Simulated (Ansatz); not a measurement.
A displaced shape of singlet SO₃:

```xyz
4

S    -0.0352    0.0234   -0.0267
O     1.4136   -0.0320    0.0265
O    -0.7472    1.2888   -0.0129
O    -0.7399   -1.2796    0.0340
```

It was optimised with HF/def2-SVP in Ansatz (development build ahead of 0.2.0) to forces under 0.001 eV/Å, with restricted orbitals. Each step stands on the lowest determinant of that kind that the program's search found.

(1) What shape does it relax to, and how does the optimisation go?

## Answers

(1)

```tsv
atom	x (Å)	y (Å)	z (Å)
S	-0.0272	0.0002	0.0052
O	1.3749	-0.0097	0.0107
O	-0.7196	1.2188	-0.0325
O	-0.7369	-1.2086	0.0375
```

Bond lengths: S1–O2 1.402 Å, S1–O3 1.402 Å, S1–O4 1.402 Å. Angles: O2–S1–O3 120.0°, O2–S1–O4 120.0°, O3–S1–O4 120.0°.

| step | E − E(start) (eV) | largest force (eV/Å) |
| --- | --- | --- |
| 1 | 0.0000 | 4.7715 |
| 2 | 0.3080 | 5.4389 |
| 3 | -0.0338 | 4.1969 |
| 4 | -0.1321 | 4.0882 |
| 5 | -0.2443 | 3.3069 |
| 6 | -0.3277 | 2.2187 |
| 7 | -0.4254 | 1.3837 |
| 8 | -0.4537 | 1.0690 |
| 9 | -0.4594 | 0.9370 |
| 10 | -0.4637 | 0.5362 |
| 11 | -0.4665 | 0.2504 |
| 12 | -0.4672 | 0.2477 |
| 13 | -0.4678 | 0.1264 |
| 14 | -0.4680 | 0.0342 |
| 15 | -0.4680 | 0.0067 |
| 16 | -0.4680 | 0.0057 |
| 17 | -0.4680 | 0.0015 |
| 18 | -0.4680 | 0.0009 |

The optimisation ended after 18 steps with its threshold met.
